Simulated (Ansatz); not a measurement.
in.yaml

```yaml
crystal:
  periodic: [false, false, false]
  atoms:
    - {symbol: Ga, position_ang: [0.000000, 0.001038, -0.055194]}
    - {symbol: H, position_ang: [0.000000, 1.521711, -0.197915]}
    - {symbol: H, position_ang: [0.000000, 0.383560, 2.106890]}
    - {symbol: H, position_ang: [0.000000, -1.519635, -0.197915]}
    - {symbol: H, position_ang: [0.000000, -0.457440, 2.106890]}
basis:
  gaussian: {orbitals: cc-pVDZ}
total_charge: 1
correlation: {method: fci, electrons: outside_noble_gas}
```

```sh
$ ansatz run in.yaml --threads 1 --pin off --events-out ev --progress --plain --max-ram 2393MiB
```

The program prints:

```
915 factors; integrals over basis functions are off by at most 2.5e-7 eV
mean field evaluation 1: about -52387.4068 eV, gradient 8.1e0 eV
mean field evaluation 2: about -52387.4102 eV, gradient 8.1e0 eV
mean field evaluation 4: about -52387.8054 eV, gradient 2.0e-1 eV
mean field evaluation 8: about -52387.8055 eV, gradient 1.0e-5 eV
mean field -52387.80546524 eV, -1925.2163411175 hartree, gradient 1.2e-6 eV, S^2 0.000000; 0 other end points of the search recorded, 0 dependent functions left out
14 core orbitals not correlated: weight in the atoms' cores, before any rotation towards them, 0.997 or more for the frozen orbitals, at most 0.001 for the correlated occupied ones
reference -52387.80546524 eV, -1925.2163411175 hartree; 3, 3 occupied and 30, 30 virtual orbitals, 915 factors
state -52390.67412932 eV, -1925.3217625782 hartree
Total energy: -52390.67412932 eV, -1925.3217625782 hartree
```

Natural occupations: 1.9619 1.9544 1.9470 0.0370 0.0259 0.0139 0.0115 0.0114 0.0065 0.0062 0.0045 0.0044 0.0042 0.0030 0.0030 0.0010 0.0010 0.0005 0.0004 0.0004 0.0003 0.0003 0.0003 0.0002.

Ran on 1 thread of Arm Neoverse V1, shared host: 62 s wall, 1.2 GiB peak host memory.
